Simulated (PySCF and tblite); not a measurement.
Conformers and averaged properties: 2,2,2-trifluoroethanol, C2H3F3O, numbered as in [OH:1][CH2:2][C:3]([F:4])([F:5])[F:6]

Free energies: CAM-B3LYP-D3(BJ)/def2-TZVP on PBE0-D3(BJ)/def2-SVP structures plus GFN2-xTB thermal terms, symmetry and mirror images included. Conformers within 3 kcal/mol (GFN2-xTB free energy) were kept, 8 at most. GIAO shieldings: B97-2/pcSseg-2. Couplings: B3LYP/pcJ-1. Couplings are for ¹³C, ¹⁹F, ¹H, ¹⁷O. Shifts are against TMS (¹H), TMS (¹³C), CFCl3 (¹⁹F) at the same level. Programs: PySCF with density fitting and tblite.

Torsions listed: H1–O1–C2–C3. Of a mirror pair one member is shown.

```csv
conformer,shape,symmetry,E(GFN2) kcal/mol,E(DFT) kcal/mol,G(298.15 K) kcal/mol,weight %,dipole D
1,-61°,C1 (pair),0.00,0.00,0.00,97.9,1.67
2,180°,Cs,2.18,2.11,2.28,2.1,3.43
```

Weights (%) against temperature:

```json
{"T (K)": "220", "1": "99.4", "2": "0.6", "S(mix) cal/mol/K": "1.44"}
{"T (K)": "260", "1": "98.7", "2": "1.3", "S(mix) cal/mol/K": "1.50"}
{"T (K)": "298.15", "1": "97.9", "2": "2.1", "S(mix) cal/mol/K": "1.55"}
{"T (K)": "340", "1": "96.8", "2": "3.2", "S(mix) cal/mol/K": "1.61"}
{"T (K)": "380", "1": "95.7", "2": "4.3", "S(mix) cal/mol/K": "1.67"}
```

Averaged shifts at 298.15 K. ¹H: 3.73 (H2, 2H) ppm. ¹³C: 133.3 (C3), 66.0 (C2) ppm. ¹⁹F: -92.0 (F4/F5/F6) ppm.

Averaged couplings (Hz): ¹J(O1,C2) 20.3, ²J(O1,C3) -1.2, ³J(O1,F4) 3.1, ¹J(O1,H1) -72.8, ²J(O1,H2) -8.6, ¹J(C2,C3) 67.6, ²J(C2,F4) 37.0, ²J(H1,C2) -3.2, ¹J(C2,H2) 149.7, ¹J(C3,F4) -346.2, ³J(H1,C3) 1.3, ²J(H2,C3) -2.8, ⁴J(H1,F4) -0.9, ³J(H2,F4) 8.8, ³J(H1,H2) 9.8, ²J(H2,H2) -14.3. Computed couplings to fluorine can be off by tens of per cent at such levels.

Coordinates of conformer 1 (Å):

```xyz
9

O    -1.522    0.509    0.132
C    -0.544   -0.414   -0.211
C     0.850    0.162   -0.078
F     1.058    1.185   -0.901
F     1.046    0.609    1.174
F     1.774   -0.768   -0.329
H    -1.387    0.760    1.053
H    -0.569   -1.339    0.397
H    -0.691   -0.700   -1.262
```

Coordinates of conformer 2 (Å):

```xyz
9

O     1.270   -0.876   -0.172
C     0.530    0.257    0.141
C    -0.814   -0.181    0.676
F    -0.692   -0.917    1.779
F    -1.540    0.901    0.982
F    -1.498   -0.893   -0.217
H     2.127   -0.601   -0.507
H     0.991    0.882    0.930
H     0.325    0.908   -0.730
```

H on N, O and S are left out: they exchange, and hydrogen bonds move them by several ppm. Unscaled ¹⁹F shifts at such levels can be off by tens of ppm; differences between conformers or isomers are more reliable. Shifts are unscaled: against experiment ¹³C can be off by 15 ppm or more and ¹H by 0.8 ppm.

Search and properties took 2.2 min on 1 thread of Arm Neoverse V1 (shared host) (rough), launched as `OMP_NUM_THREADS=1 python ens_run.py task.json out`.
